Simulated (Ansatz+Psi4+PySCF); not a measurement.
# doublet CH4(+): levels of theory in one basis

```json
{"atom": "C", "x (Å)": "0.0038", "y (Å)": "-0.0170", "z (Å)": "0.0244"}
{"atom": "H", "x (Å)": "0.6165", "y (Å)": "0.6021", "z (Å)": "0.6262"}
{"atom": "H", "x (Å)": "-0.6092", "y (Å)": "-0.6510", "z (Å)": "0.6240"}
{"atom": "H", "x (Å)": "0.6313", "y (Å)": "-0.6494", "z (Å)": "-0.6511"}
{"atom": "H", "x (Å)": "-0.6149", "y (Å)": "0.6100", "z (Å)": "-0.6109"}
```

Basis set: cc-pVTZ (spherical functions). Frozen core: 1 orbital. Correlation on ROHF uses semicanonical orbitals with singles. Charge 1, multiplicity 2.

Computed with Ansatz (development build ahead of 0.2.0) and Psi4 1.11; each method stands on the lowest determinant of its kind that the runs found.

```tsv
method	E − E(ROHF) (eV)	<S²> of the determinant
ROHF	0.00	0.75
UHF	-0.11	0.76
ROHF-MP2	-4.36	–
UHF-MP2	-4.37	0.76
ROHF-CCSD	-4.98	–
UHF-CCSD	-4.98	0.76
```

Problem. What does ROHF-CCSD(T) give on the same scale?

Solution. -5.11 eV.

Caution for ROHF-MP2, UHF-MP2, ROHF-CCSD, UHF-CCSD, ROHF-CCSD(T): large amplitudes, a single reference is doubtful. Caution for ROHF-MP2, UHF-MP2: MP2 on this radical cation hangs on the determinant chosen.
